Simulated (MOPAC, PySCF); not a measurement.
C2H6O, SMILES `COC`, neutral singlet in the gas phase. 

Z-matrix (Å, degrees):
```
O
C 1 1.3910
C 1 1.3910 2 113.11
H 3 1.0993 1 108.14 2 180.00
H 2 1.0993 1 108.14 3 -180.00
H 3 1.1096 4 108.34 1 121.81
H 2 1.1096 5 108.34 1 121.81
H 2 1.1096 5 108.34 7 116.39
H 3 1.1096 4 108.34 6 116.39
```
Charge 0, spin multiplicity 1.

All levels are single points at this geometry (PBE0-D4/def2-SVP); Pople sets use spherical d functions. Orbital energies aren't observables, and empty levels follow the basis.

PM3 in MOPAC gives HOMO (eV) = -10.64.

Problem. Estimate the HOMO (eV) from each of these levels: PBE0-D4/def2-TZVP in PySCF; SVWN5/6-31G* in PySCF; HF/3-21G in PySCF; HF/STO-3G in PySCF; PM6 in MOPAC.

Solution. 
| level | HOMO (eV) |
|---|---|
| PBE0-D4/def2-TZVP in PySCF | -7.43 |
| SVWN5/6-31G* in PySCF | -5.53 |
| HF/3-21G in PySCF | -11.12 |
| HF/STO-3G in PySCF | -9.07 |
| PM6 in MOPAC | -9.70 |
